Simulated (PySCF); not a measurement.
# Reproducing measurements on ClH3Si

**What was measured.**

From NIST CCCBDB Release 22 (SRD 101), experimental dipoles, for the gas: dipole moment (microwave Stark effect) 1.31 ± 0.01 D.

The runs below try to reproduce these values; the comparison stands at the end.

Compound: ClH3Si.
Numbering: `[SiH3:1][Cl:2]` (hydrogens: H3, H4, H5 on Si1)

Geometry (PBE0-D3(BJ)/def2-SVP, Å), atoms numbered from 1 in this order:
```xyz
5
ClH3Si angstrom
Si     1.164    0.919   -0.417
Cl     3.227    0.844   -0.295
H      0.706   -0.067   -1.434
H      0.756    2.294   -0.818
H      0.591    0.584    0.915
```

Runs made with PySCF (gas phase, on this PBE0-D3(BJ)/def2-SVP geometry; no spin–orbit coupling):

```csv
level,job,basis functions,wall time
"PBE0-D3(BJ)/def2-SVP, grid level 1",geometry optimisation from a GFN2-xTB start shaken at random,51,5.6 s
```

Hardware: one thread, Arm Neoverse N1 (aarch64), no GPU, shared host.

## Comparison

**Dipole moment.** Measured: 1.31 D (NIST CCCBDB Release 22 (SRD 101), experimental dipoles).

```csv
level,computed (D),computed − measured (D),% (from the printed values)
PBE0-D3(BJ)/def2-SVP,1.39,+0.08,+6
```

The computed dipoles belong to one fixed geometry; measured ones are averaged over vibrations unless marked μe. Magnitudes are compared, not signs.

No measured geometry was used, and the causes of the misses weren't examined.
